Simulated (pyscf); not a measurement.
# Insertion: `[ClH]` + `[F][Sn][Cl]` [singlet] → `[F][SnH]([Cl])[Cl]`

Gas phase, singlet surface, charge 0. Bonds broken: Cl1–H5. Bonds formed: Cl1–Sn2, Sn2–H5. Structures and frequencies: ωB97X-D3(BJ)/def2-SVP in PySCF. Correlated levels are frozen-core, on RHF or UHF. ΔMP2 is the change of the MP2 total energy from the triple- to the quadruple-zeta basis.

Transition state (Å):

```xyz
5

Cl     0.1437     0.5035    -0.8850
Sn    -1.4061    -0.6339     0.7905
Cl    -1.4071    -2.8976     0.2736
F     -3.1702    -0.0922     0.2338
H     -0.0423     0.4859     0.9232
```

One imaginary mode, 1259i cm⁻¹; descent along it reached the two sides named, in the forms told below.

```
bond     change  reactant side (Å)  saddle  product side
-------  ------  -----------------  ------  ------------
Cl1–H5   breaks              1.288   1.818           3.4
Cl1–Sn2   forms                3.1   2.550         2.309
Sn2–H5    forms                3.6   1.770         1.689
```

Electronic energies relative to the separated reactants (kcal/mol):

| level | barrier | reaction energy | reverse barrier |
|---|---|---|---|
| ωB97X-D3(BJ)/def2-TZVP | 35.8 | -14.0 | 49.7 |
| PBE/def2-TZVP | 29.6 | -3.7 | 33.3 |
| r²SCAN/def2-TZVP | 29.3 | -9.3 | 38.6 |
| B3LYP-D3(BJ)/def2-TZVP | 35.6 | -4.1 | 39.8 |
| PBE0-D3(BJ)/def2-TZVP | 32.3 | -9.2 | 41.6 |
| M06-2X/def2-TZVP | 34.6 | -12.7 | 47.3 |
| ωB97M-D3(BJ)/def2-TZVP | 39.3 | -7.2 | 46.5 |
| HF/def2-TZVP | 52.7 | -10.5 | 63.3 |
| MP2/def2-QZVPP | 36.8 | -7.8 | 44.5 |
| CCSD/def2-TZVPP | 41.7 | -8.2 | 49.9 |
| CCSD(T)/def2-TZVPP | 37.7 | -8.8 | 46.5 |
| CCSD(T)/def2-TZVPP + ΔMP2(QZVPP) | 36.7 | -8.8 | 45.4 |

With CCSD(T)/def2-TZVPP + ΔMP2(QZVPP) energies and thermal terms (ideal gas, 1 atm, RRHO with modes under 100 cm⁻¹ raised to 100, one conformer, R ln 2 for chiral ones without a mode under 150 cm⁻¹), in kcal/mol:

| T (K) | ΔH‡ | ΔG‡ | ΔH | ΔG |
|---|---|---|---|---|
| 298 | 35.4 | 45.4 | -8.3 | +1.9 |
| 600 | 35.6 | 55.4 | -7.9 | +12.1 |
| 900 | 36.0 | 65.3 | -7.0 | +22.0 |
| 1200 | 36.5 | 74.9 | -6.0 | +31.5 |

On the reactant side the descent ends in a complex (not fully relaxed), 6.0 kcal/mol under the separated species and 41.8 kcal/mol under the saddle at ωB97X-D3(BJ)/def2-TZVP. This is the saddle that the search found; another between the same sides may lie lower. The CCSD(T) − MP2 part came from Ansatz, without density fitting, on the same reference. The frozen core leaves the outer d or s,p core shells of the metals and heavy elements correlated in the MP2 and CC values, and def2-TZVPP describes them poorly, which can shift differences by a few kcal/mol. Elements past Kr carry the def2 core potentials, without spin-orbit coupling.
